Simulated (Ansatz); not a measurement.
# C6H12: how energies converge with the basis set

How large a basis does C6H12 need? Two functionals are run in growing sets.

Method: one geometry, several basis sets; program: Ansatz 0.2.0, Gaussian basis.

Plan: PBE0-D4/def2-SVP; ωB97M-V/def2-SVP; PBE0-D4/def2-QZVPP; ωB97M-V/def2-QZVPP; the functionals' def2-TZVPP values are taken from earlier runs.

**1. The relaxed structure**

The geometry comes from an earlier relaxation with PBE0-D4 in a triple-zeta def2 set; it is a stationary point, not always the lowest conformer.

SMILES `C/C=C(\C)CC`, 18 atoms, charge 0, spin multiplicity 1.

Atoms are counted from 1 here; the program's logs count them from 0.

Bond lengths: C1–C2 1.491 Å, C1–H7 1.095 Å, C1–H8 1.090 Å, C1–H9 1.095 Å, C2–C3 1.334 Å, C2–H10 1.089 Å, C3–C4 1.497 Å, C3–C5 1.503 Å, C4–H11 1.095 Å, C4–H12 1.095 Å, C4–H13 1.089 Å, C5–C6 1.525 Å, C5–H14 1.098 Å, C5–H15 1.094 Å, C6–H16 1.092 Å, C6–H17 1.093 Å, C6–H18 1.092 Å. Angles: C2–C1–H7 110.9°, C2–C1–H8 113.2°, C2–C1–H9 110.7°, H7–C1–H8 107.8°, H7–C1–H9 106.4°, H8–C1–H9 107.6°, C1–C2–C3 128.4°, C1–C2–H10 114.9°, C3–C2–H10 116.8°, C2–C3–C4 124.4°, C2–C3–C5 120.2°, C4–C3–C5 115.4°, C3–C4–H11 110.3°, C3–C4–H12 111.2°, C3–C4–H13 113.0°, H11–C4–H12 106.5°, H11–C4–H13 107.9°, H12–C4–H13 107.6° and more.

**2. PBE0-D4 in def2-SVP**

Input file in.yaml:

```yaml
crystal:
  periodic: [false, false, false]
  atoms:
    - {symbol: C, position_ang: [2.337071, 0.408775, 1.036561]}
    - {symbol: C, position_ang: [1.082714, 0.795745, 0.330296]}
    - {symbol: C, position_ang: [0.167872, 0.001048, -0.227133]}
    - {symbol: C, position_ang: [0.248329, -1.493677, -0.251161]}
    - {symbol: C, position_ang: [-1.045627, 0.592583, -0.888679]}
    - {symbol: C, position_ang: [-2.360701, 0.220533, -0.211164]}
    - {symbol: H, position_ang: [3.210960, 0.858684, 0.553881]}
    - {symbol: H, position_ang: [2.493837, -0.669113, 1.072536]}
    - {symbol: H, position_ang: [2.329681, 0.776492, 2.068111]}
    - {symbol: H, position_ang: [0.902520, 1.868217, 0.271037]}
    - {symbol: H, position_ang: [0.104243, -1.866165, -1.270997]}
    - {symbol: H, position_ang: [-0.542018, -1.942194, 0.358894]}
    - {symbol: H, position_ang: [1.201161, -1.874281, 0.113239]}
    - {symbol: H, position_ang: [-1.080899, 0.259359, -1.934272]}
    - {symbol: H, position_ang: [-0.944640, 1.681216, -0.911352]}
    - {symbol: H, position_ang: [-3.204672, 0.701519, -0.711014]}
    - {symbol: H, position_ang: [-2.361339, 0.538175, 0.834612]}
    - {symbol: H, position_ang: [-2.538493, -0.856923, -0.233397]}
basis:
  gaussian: {orbitals: def2-SVP}
hamiltonian: {xc: pbe0, dispersion: d4}
output: {orbitals: {seedname: orbitals}}
```

Launch:

```bash
$ ansatz run in.yaml --threads 2 --pin off --events-out ev --progress --plain --max-ram 22528MiB --backend cpu
```

Further steps of the session: ωB97M-V in def2-SVP; PBE0-D4 in def2-QZVPP; ωB97M-V in def2-QZVPP.

**Question.** What will the summary of the whole plan be? Wanted: PBE0-D4: double and triple zeta above quadruple; ωB97M-V: double and triple zeta above quadruple.

As calculated:

```
                                       quantity          value
PBE0-D4: double and triple zeta above quadruple  7.26, 0.36 eV
ωB97M-V: double and triple zeta above quadruple  7.70, 0.35 eV
```

What this shows: PBE0-D4 gains 6.89 eV from double to triple zeta, then 0.36 eV more. These are total energies; as a rule much of such shifts cancels in differences, which this series doesn't test. The LUMO of ωB97M-V is positive and keeps falling with the basis (3.06 to 1.81 eV): an unbound level that the basis holds in place.
